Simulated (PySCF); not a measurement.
Species: C3H4FO2 (charge -1).
Z-matrix (Å and degrees, PBE0-D3(BJ)/def2-SVP geometry), rows numbered from 1:
```
O 
C   1  1.2491
O   2  1.2403  1  130.05
C   2  1.5756  1  114.66  3   178.61
C   4  1.4997  2  111.57  1    28.30
F   5  1.3994  4  112.88  2  -171.22
H   4  1.1055  2  107.57  1   -90.86
H   4  1.1014  2  109.31  1   153.10
H   5  1.1005  4  108.52  2   -50.18
H   5  1.1050  4  111.19  2    68.27
```

The closed-shell ground state was solved at several levels (PySCF, density fitting, gas phase, non-relativistic). No diffuse functions stand in pcJ-1, pcSseg-1 and pcSseg-2, which bears on an anion's orbital energies.

| level | basis functions | HOMO (eV) | LUMO (eV) | gap (eV) |
| --- | --- | --- | --- | --- |
| PBE0/pcSseg-1 | 122 | -1.30 | 5.97 | 7.27 |
| wB97X-D/def2-SVPD | 161 | -3.75 | 6.03 | 9.78 |
| B3LYP/pcJ-1 | 202 | -0.99 | 5.67 | 6.66 |

Task: Estimate the row for PBE0/pcSseg-2, a basis of 272 functions; the other rows only guide the guess.

Result: HOMO -1.66 eV, LUMO 4.68 eV, gap 6.34 eV.

Task: Over all these levels, which gives the widest orbital gap and which the narrowest?

Result: wB97X-D/def2-SVPD (range-separated hybrid) has the widest, 9.78 eV, and PBE0/pcSseg-2 (global hybrid, 25 % exact exchange) the narrowest, 6.34 eV. Functional and basis both differ between the two, so the spread mixes both effects.

One conformer stands for the species.
